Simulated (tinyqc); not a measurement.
CID on RHF in the sto-3g basis, frozen core, for LiH, spin multiplicity 1, step by step. Computed by tinyqc, a small Python program that keeps every step (integrals from PySCF). Settings: charge = 0, multiplicity = 1, basis = sto-3g, method = RHF, frozen orbitals = 1, energy threshold = 1e-10, iteration cap = 86, orthogonalisation = symmetric, start = core, DIIS depth = 6, ci = CID, davidson = 1. Command: `OMP_NUM_THREADS=1 python tinyqc.py 27447 27448 out.jsonl` (the two numbers bound the seeds that draw the settings). One thread of a shared host (Intel(R) Xeon(R) Processor @ 2.60GHz), about 0.1 s of CPU time with the checks. The early iterations of the SCF are left out here.

## One-electron integrals

Geometry (angstrom):
```
atom         x         y         z
Li    0.000000  0.000000  0.000000
H     0.000000  0.000000  1.956000
```

Basis sto-3g: exponents (1/bohr^2) and contraction coefficients of normalised primitives:
```
element  l (shell)   exponent  coefficient
Li           s (1)  16.119575     0.154329
Li           s (1)   2.936201     0.535328
Li           s (1)   0.794651     0.444635
Li           s (2)   0.636290    -0.099967
Li           s (2)   0.147860     0.399513
Li           s (2)   0.048089     0.700115
Li           p (3)   0.636290     0.155916
Li           p (3)   0.147860     0.607684
Li           p (3)   0.048089     0.391957
H            s (1)   3.425251     0.154329
H            s (1)   0.623914     0.535328
H            s (1)   0.168855     0.444635
```

Overlap, kinetic and nuclear-attraction integrals over the contracted functions; the nuclear repulsion is the sum of Za Zb / Rab.

nuclear repulsion = 0.81162149 hartree

overlap S, lower triangle:
```
           1Li 1s    1Li 2s   1Li 2px   1Li 2py   1Li 2pz     2H 1s
1Li 1s   1.000000
1Li 2s   0.241137  1.000000
1Li 2px  0.000000  0.000000  1.000000
1Li 2py  0.000000  0.000000  0.000000  1.000000
1Li 2pz  0.000000  0.000000  0.000000  0.000000  1.000000
2H 1s    0.030563  0.308810  0.000000  0.000000  0.432833  1.000000
```

kinetic energy T (hartree), lower triangle:
```
            1Li 1s    1Li 2s   1Li 2px   1Li 2py   1Li 2pz     2H 1s
1Li 1s    3.576786
1Li 2s   -0.020237  0.102163
1Li 2px   0.000000  0.000000  0.319682
1Li 2py   0.000000  0.000000  0.000000  0.319682
1Li 2pz   0.000000  0.000000  0.000000  0.000000  0.319682
2H 1s    -0.009759  0.021555  0.000000  0.000000  0.078228  0.760032
```

nuclear attraction V (hartree), lower triangle:
```
            1Li 1s     1Li 2s    1Li 2px    1Li 2py    1Li 2pz      2H 1s
1Li 1s   -8.253422
1Li 2s   -1.029580  -1.460850
1Li 2px   0.000000   0.000000  -1.424774
1Li 2py   0.000000   0.000000   0.000000  -1.424774
1Li 2pz  -0.010777  -0.101520   0.000000   0.000000  -1.504251
2H 1s    -0.127190  -0.517164   0.000000   0.000000  -0.733099  -2.037852
```

core Hamiltonian H = T + V (hartree), lower triangle:
```
            1Li 1s     1Li 2s    1Li 2px    1Li 2py    1Li 2pz      2H 1s
1Li 1s   -4.676635
1Li 2s   -1.049818  -1.358687
1Li 2px   0.000000   0.000000  -1.105092
1Li 2py   0.000000   0.000000   0.000000  -1.105092
1Li 2pz  -0.010777  -0.101520   0.000000   0.000000  -1.184569
2H 1s    -0.136949  -0.495609   0.000000   0.000000  -0.654872  -1.277820
```

## Two-electron integrals

Functions are numbered as in S; the eight-fold symmetry (ij|kl) = (ji|kl) = (kl|ij) leaves the list below.

Two-electron integrals (ij|kl) in chemists' order, unique and non-zero (hartree):
```
(11|11) 1.680395   (21|11) 0.265420   (21|21) 0.049941   (22|11) 0.397727
(22|21) 0.092860   (22|22) 0.290562   (31|31) 0.008981   (32|31) 0.013788
(32|32) 0.064184   (33|11) 0.396640   (33|21) 0.092880   (33|22) 0.290497
(33|33) 0.312946   (41|41) 0.008981   (42|41) 0.013788   (42|42) 0.064184
(43|43) 0.016869   (44|11) 0.396640   (44|21) 0.092880   (44|22) 0.290497
(44|33) 0.279207   (44|44) 0.312946   (51|51) 0.008981   (52|51) 0.013788
(52|52) 0.064184   (53|53) 0.016869   (54|54) 0.016869   (55|11) 0.396640
(55|21) 0.092880   (55|22) 0.290497   (55|33) 0.279207   (55|44) 0.279207
(55|55) 0.312946   (61|11) 0.032338   (61|21) 0.006132   (61|22) 0.011677
(61|33) 0.011540   (61|44) 0.011540   (61|51) 0.000759   (61|52) 0.001480
(61|55) 0.011955   (61|61) 0.000829   (62|11) 0.101876   (62|21) 0.024197
(62|22) 0.083515   (62|33) 0.078837   (62|44) 0.078837   (62|51) 0.003826
(62|52) 0.025869   (62|55) 0.092792   (62|61) 0.003584   (62|62) 0.043994
(63|31) 0.001641   (63|32) 0.008347   (63|53) 0.003677   (63|63) 0.002640
(64|41) 0.001641   (64|42) 0.008347   (64|54) 0.003677   (64|64) 0.002640
(65|11) 0.134314   (65|21) 0.032154   (65|22) 0.114515   (65|33) 0.106635
(65|44) 0.106635   (65|51) 0.005893   (65|52) 0.039809   (65|55) 0.130162
(65|61) 0.004897   (65|62) 0.065248   (65|65) 0.097619   (66|11) 0.270336
(66|21) 0.065111   (66|22) 0.248399   (66|33) 0.226840   (66|44) 0.226840
(66|51) 0.010608   (66|52) 0.092270   (66|55) 0.291399   (66|61) 0.009861
(66|62) 0.168585   (66|65) 0.258027   (66|66) 0.774606
```

## Orthogonalisation

S = U s U^T; symmetric (Loewdin) form X = U s^(-1/2) U^T, so that X^T S X = 1.

eigenvalues of S: 0.455280  0.802680  1.000000  1.000000  1.180479  1.561560

X, lower triangle:
```
            1Li 1s     1Li 2s   1Li 2px   1Li 2py    1Li 2pz     2H 1s
1Li 1s    1.023434
1Li 2s   -0.130376   1.070551
1Li 2px   0.000000   0.000000  1.000000
1Li 2py   0.000000   0.000000  0.000000  1.000000
1Li 2pz  -0.007101   0.065338  0.000000  0.000000   1.089368
2H 1s     0.017601  -0.193913  0.000000  0.000000  -0.266246  1.135483
```

## Iteration 7 (converged): orbitals

converged F (hartree), lower triangle:
```
            1Li 1s     1Li 2s   1Li 2px   1Li 2py    1Li 2pz      2H 1s
1Li 1s   -2.357178
1Li 2s   -0.641433  -0.214505
1Li 2px   0.000000   0.000000  0.162480
1Li 2py   0.000000   0.000000  0.000000  0.162480
1Li 2pz   0.014499  -0.077250  0.000000  0.000000   0.037061
2H 1s    -0.084192  -0.219998  0.000000  0.000000  -0.209280  -0.097979
```

Diagonalise F' = X^T F X, C = X C', fill 2 alpha and 2 beta electrons from the bottom; D = 2 C_occ C_occ^T. Each column has its largest component positive (the first on a tie).

F' = X^T F X (hartree), lower triangle:
```
           1          2         3         4          5         6
1  -2.303773
2  -0.360011  -0.029046
3   0.000000   0.000000  0.162480
4   0.000000   0.000000  0.000000  0.162480
5   0.013471   0.008551  0.000000  0.000000   0.154110
6   0.010379  -0.223198  0.000000  0.000000  -0.262082  0.083824
```

orbital energies (hartree): MO1 -2.359683, MO2 -0.253958, MO3 0.073924, MO4 0.162480, MO5 0.162480, MO6 0.444832

coefficients C:
```
               MO1        MO2        MO3        MO4       MO5        MO6
1Li 1s    0.991422  -0.152267  -0.213765   0.000000  0.000000   0.113911
1Li 2s    0.033426   0.484266   0.798229   0.000000  0.000000  -0.576323
1Li 2px   0.000000   0.000000   0.000000  -0.521550  0.853221   0.000000
1Li 2py   0.000000   0.000000   0.000000   0.853221  0.521550   0.000000
1Li 2pz  -0.004743   0.333187  -0.600937   0.000000  0.000000  -0.888689
2H 1s    -0.000522   0.577168  -0.176603   0.000000  0.000000   1.016764
```

D after iteration 7, lower triangle:
```
            1Li 1s    1Li 2s   1Li 2px   1Li 2py   1Li 2pz     2H 1s
1Li 1s    2.012206
1Li 2s   -0.081197  0.471262
1Li 2px   0.000000  0.000000  0.000000
1Li 2py   0.000000  0.000000  0.000000  0.000000
1Li 2pz  -0.110872  0.322385  0.000000  0.000000  0.222072
2H 1s    -0.176803  0.558971  0.000000  0.000000  0.384615  0.666246
```

Within a degenerate level the vectors are fixed only up to a rotation; this is one choice.

## Convergence

Stop when the energy changes by less than 1e-10 hartree and every element of the error matrix X^T (F D S - S D F) X is below 3e-06.

Course of the cycle:
```
iteration  E (hartree)     change  largest element of the error matrix
1          -7.82047169          -                             1.85e-01
2          -7.83441838  -1.39e-02                             2.23e-02
3          -7.83531124  -8.93e-04                             5.72e-03
4          -7.83551755  -2.06e-04                             1.49e-03
5          -7.83553062  -1.31e-05                             3.15e-05
6          -7.83553062  -1.56e-09                             1.91e-06
7          -7.83553062  -4.77e-12                             3.46e-07
```

PySCF RHF in the same basis = -7.83553062 hartree

Converged in 7 iterations.

## Integrals over molecular orbitals

(pq|rs) = sum C_ip C_jq C_kr C_ls (ij|kl), one index at a time.

one-electron integrals over orbitals h = C^T H C (hartree), lower triangle:
```
           1          2          3          4          5          6
1  -4.667585
2   0.097196  -1.365926
3   0.163249   0.021536  -1.103760
4   0.000000   0.000000   0.000000  -1.105092
5   0.000000   0.000000   0.000000   0.000000  -1.105092
6  -0.050387   0.019538   0.023705   0.000000   0.000000  -0.999912
```

Two-electron integrals over orbitals (pq|rs), unique and non-zero (hartree); the lowest 1 orbital is frozen and left out:
```
(22|22) 0.463179    (32|22) -0.055365   (32|32) 0.017835    (33|22) 0.215531
(33|32) 0.012179    (33|33) 0.332542    (42|42) 0.021770    (43|42) 0.019835
(43|43) 0.041327    (44|22) 0.253241    (44|32) 0.010479    (44|33) 0.280705
(44|44) 0.312946    (52|52) 0.021770    (53|52) 0.019835    (53|53) 0.041327
(54|54) 0.016869    (55|22) 0.253241    (55|32) 0.010479    (55|33) 0.280705
(55|44) 0.279207    (55|55) 0.312946    (62|22) 0.112647    (62|32) -0.040281
(62|33) -0.018129   (62|44) -0.031239   (62|55) -0.031239   (62|62) 0.128474
(63|22) -0.054809   (63|32) 0.014073    (63|33) 0.036257    (63|44) 0.005817
(63|55) 0.005817    (63|62) -0.036321   (63|63) 0.028723    (64|42) -0.018997
(64|43) -0.012694   (64|64) 0.019631    (65|52) -0.018997   (65|53) -0.012694
(65|65) 0.019631    (66|22) 0.435185    (66|32) -0.047398   (66|33) 0.239161
(66|44) 0.262028    (66|55) 0.262028    (66|62) 0.110474    (66|63) -0.045721
(66|66) 0.433389
```

## CID: determinants and Hamiltonian

one-electron integrals dressed by the frozen orbital, h + 2 (pq|11) - (p1|1q) (hartree), lower triangle:
```
           2          3          4          5          6
2  -0.717136
3   0.055365  -0.339302
4   0.000000   0.000000  -0.322230
5   0.000000   0.000000   0.000000  -0.322230
6  -0.112647   0.069338   0.000000   0.000000  -0.297065
```

energy of the frozen orbital, 2 h_11 + (11|11) = -7.67605826 hartree

Hartree-Fock energy = -7.83553062 hartree

Slater-Condon rules over spin orbitals, with the nuclear repulsion and the energy of the frozen orbital added and E(HF) subtracted on the diagonal. Only determinants linked to the reference directly or through others are kept (one block of an abelian symmetry group), so some states are absent.

Occupation strings over the orbitals (2 doubly, a alpha, b beta, 0 empty; spin orbitals ordered 1a 1b 2a 2b ...): 220000 202000 20a00b 200200 200020 20b00a 200002

H - E(HF) between determinants (hartree), lower triangle:
```
           220000     202000     20a00b    200200    200020     20b00a    200002
220000   0.000000
202000   0.017835   0.625031
20a00b  -0.040281   0.105594   0.573888
200200   0.021770   0.041327  -0.012694  0.639579
200020   0.021770   0.041327  -0.012694  0.016869  0.639579
20b00a   0.040281  -0.105594  -0.028723  0.012694  0.012694   0.573888
200002   0.128474   0.028723   0.023617  0.019631  0.019631  -0.023617  0.810354
```

## CID: roots

Diagonalise (each vector has its largest component positive (the first on a tie)); all determinants have Ms = 0, so triplets appear too. The lowest singlet root is the correlation energy.

lowest roots of this matrix, relative to E(HF) (hartree): -0.027752  0.451570  0.545165  0.622710  0.666425  0.747145  0.857056

lowest vectors:
```
           root 1     root 2    root 3     root 4
220000   0.981369   0.091837  0.000000   0.000000
202000  -0.041482   0.670802  0.000000   0.000000
20a00b   0.074492  -0.478615  0.707107   0.000000
200200  -0.021590  -0.204260  0.000000   0.707107
200020  -0.021590  -0.204260  0.000000  -0.707107
20b00a  -0.074492   0.478615  0.707107   0.000000
200002  -0.152200  -0.001227  0.000000   0.000000
```

<S^2> of these roots: 0.000000  0.000000  2.000000  0.000000  0.000000  0.000000  0.000000

weight of the ground state by excitation level 0, 1, 2, ...: 0.963084  0.000000  0.036916

## The lowest root by the Davidson method

Start from the reference; add the residual divided by (theta - H_ii), orthogonalised, at each step.

Davidson iterations:
```
iteration  subspace  lowest Ritz value (hartree)  residual norm
1                 1                            0       1.45e-01
2                 2                  -0.02746603       1.24e-02
3                 3                  -0.02774784       1.61e-03
4                 4                  -0.02775179       3.26e-05
5                 5                  -0.02775179       3.75e-17
```
